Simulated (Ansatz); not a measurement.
**A cut through the energy surface**

MgN2H4 (SMILES [NH2][Mg][NH2]), closed shell, at its PBE0-D4/def2-TZVP minimum:

```
7
angstrom
N -1.5672 -0.0336 -1.0422
Mg 0.0088 -0.0096 -0.0067
N 1.5847 0.0142 1.0291
H -2.3120 -0.7117 -0.9846
H -1.8244 0.6293 -1.7579
H 2.4575 -0.4386 0.8031
H 1.7137 0.4821 1.9135
```

The angle H5–N1–Mg2 (126.5° at the minimum) is set to the values below, H5, with anything bonded beyond it, turning rigidly in the plane of the angle. Each method's energies count from its own value at the PBE0-D4 minimum structure. Computed with Ansatz 0.2.0 (basis: def2-TZVPP); correlated methods freeze the cores. The outer core shell of Li, Na, Mg and K is correlated. The def2 sets are not built for correlating such inner shells, so the correlated values are less sure here. B3LYP uses VWN-RPA correlation.

```tsv
angle (°)	CCSD(T) (kcal/mol)	B3LYP-D4 (kcal/mol)	PBE0-D4 (kcal/mol)	MP2 (kcal/mol)	PBE-D4 (kcal/mol)
108.5	5.59	5.22	5.22	5.49	4.93
113.0	3.26	2.98	2.99	3.20	2.81
117.5	1.54	1.34	1.36	1.50	1.26
122.0	0.44	0.34	0.36	0.43	0.32
126.5	0.00	0.00	0.00	0.00	0.00
131.0	0.24	0.33	0.31	0.24	0.33
135.5	1.18	1.36	1.31	1.18	1.32
140.0	2.84	3.09	3.01	2.82	2.99
144.5	5.22	5.56	5.42	5.18	5.35
```

Minimum and curvature along this coordinate at CCSD(T): A fifth-order fit through the nearest points gives 127.2°, with a curvature of about 1.5 meV/deg².

Largest difference from the CCSD(T) curve over the scan: r2SCAN-D4 0.15; wB97M-V 0.32; HF 0.60 kcal/mol. Each curve counts from its own value at the minimum.

The T1 diagnostic stays at or below 0.010.

For scale, one of the runs: CCSD(T)/def2-TZVPP, 150 basis functions (an equivalent command: `ansatz run in.yaml --threads 2`). Time: 25 s of wall clock on 2 CPU threads; the host was shared. Peak host memory: 1.1 GiB.
